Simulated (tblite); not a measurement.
Compound: diphosphorus tetrafluoride, P2F4.
Bonds: F1–P2, P2–F3, P2–P4, P4–F5, P4–F6.

Computed with GFN2-xTB (tblite), gas phase: Langevin dynamics at 400 K from the optimised GFN2-xTB geometry, time step 0.5 fs, friction 0.01 fs⁻¹, 2000 steps. The instantaneous temperature is 2·E(kin)/(3Nk) with all 3N coordinates.

```csv
t (fs),T (K),E(pot) above start (eV),F1–P2 (Å),P2–F3 (Å),P2–P4 (Å),P4–F5 (Å),P4–F6 (Å),F1–P2–P4–F5 (°)
0,185,0.000,1.619,1.620,2.264,1.619,1.620,180
25,350,0.052,1.594,1.608,2.251,1.605,1.637,-175
50,214,0.103,1.661,1.637,2.242,1.654,1.599,-168
75,374,0.113,1.603,1.632,2.294,1.565,1.639,-165
100,382,0.154,1.647,1.626,2.301,1.677,1.580,-171
125,310,0.181,1.599,1.607,2.317,1.568,1.658,-170
150,246,0.142,1.651,1.633,2.357,1.597,1.624,-167
175,322,0.102,1.619,1.591,2.377,1.641,1.624,-166
200,250,0.066,1.623,1.638,2.250,1.573,1.603,-166
225,289,0.222,1.636,1.614,2.211,1.704,1.658,-166
250,229,0.345,1.593,1.584,2.251,1.527,1.646,-173
275,332,0.236,1.650,1.678,2.299,1.727,1.633,-175
300,250,0.323,1.584,1.570,2.348,1.523,1.612,-175
325,246,0.376,1.677,1.682,2.366,1.702,1.644,177
350,512,0.144,1.578,1.599,2.292,1.597,1.620,164
375,365,0.139,1.666,1.620,2.271,1.616,1.621,151
400,342,0.143,1.616,1.630,2.273,1.655,1.667,147
425,304,0.230,1.638,1.624,2.228,1.585,1.566,143
450,336,0.239,1.600,1.645,2.292,1.647,1.703,142
475,363,0.270,1.599,1.575,2.332,1.594,1.596,131
500,220,0.396,1.657,1.667,2.336,1.635,1.693,133
525,491,0.315,1.585,1.567,2.316,1.615,1.569,142
550,398,0.322,1.653,1.707,2.232,1.573,1.669,148
575,495,0.227,1.647,1.605,2.317,1.649,1.591,157
600,410,0.205,1.618,1.658,2.330,1.577,1.633,163
625,349,0.102,1.642,1.641,2.246,1.645,1.594,168
650,385,0.260,1.618,1.601,2.313,1.622,1.637,174
675,709,0.212,1.635,1.676,2.152,1.593,1.592,171
700,416,0.415,1.600,1.588,2.279,1.693,1.743,179
725,389,0.268,1.646,1.657,2.290,1.601,1.575,-175
750,432,0.195,1.623,1.591,2.212,1.648,1.682,-162
775,587,0.134,1.619,1.623,2.330,1.618,1.597,-161
800,448,0.398,1.640,1.654,2.294,1.580,1.644,-171
825,668,0.356,1.614,1.619,2.235,1.711,1.648,-172
850,330,0.392,1.643,1.689,2.372,1.535,1.607,-167
875,512,0.185,1.645,1.595,2.230,1.710,1.594,-174
900,456,0.141,1.587,1.657,2.261,1.606,1.666,177
925,423,0.200,1.668,1.572,2.328,1.651,1.612,179
950,327,0.265,1.543,1.680,2.223,1.650,1.632,180
975,429,0.177,1.697,1.571,2.285,1.618,1.557,176
1000,280,0.230,1.574,1.637,2.393,1.631,1.671,171
```

**Question.** From 500 fs on, how do temperature and potential energy compare with equipartition?

**Answer.** The mean temperature of these 21 frames is 436 K against the target 400 K, and the mean potential energy 0.26 eV against 12 × kT/2 = 0.21 eV for 12 classical harmonic modes. For 6 atoms in a canonical ensemble the temperature itself scatters by T·√(2/(3N)) = 133 K; here its standard deviation is 114 K. The whole run lasts only 10 friction times of 100 fs, so these averages carry a wide statistical error.

**Question.** What are the kinetic and total energies of the listed frame with the highest potential energy?

**Answer.** The one at 700 fs, 0.415 eV above the start. Its kinetic energy is 3NkT/2 = 0.323 eV at 416 K, so the sum is 0.74 eV; over the listed frames the sum runs from 0.14 to 0.87 eV, since the thermostat adds and removes energy.

**Question.** How much do the listed bonds fluctuate from 500 fs on?

**Answer.** 
```csv
bond,at the start (Å),mean (Å),standard deviation (Å)
F1–P2,1.619,1.626,0.034
P2–F3,1.620,1.631,0.041
P2–P4,2.264,2.284,0.057
P4–F5,1.619,1.627,0.043
P4–F6,1.620,1.629,0.046
```

The motion is classical and holds no zero-point motion.

What follows is the cost of the whole dynamics run. Time: 7.2 s of wall time; peak memory 0.18 GiB. Hardware: an Arm Neoverse V1 with one thread, shared host with 64 logical CPUs at a one-minute load of 37.
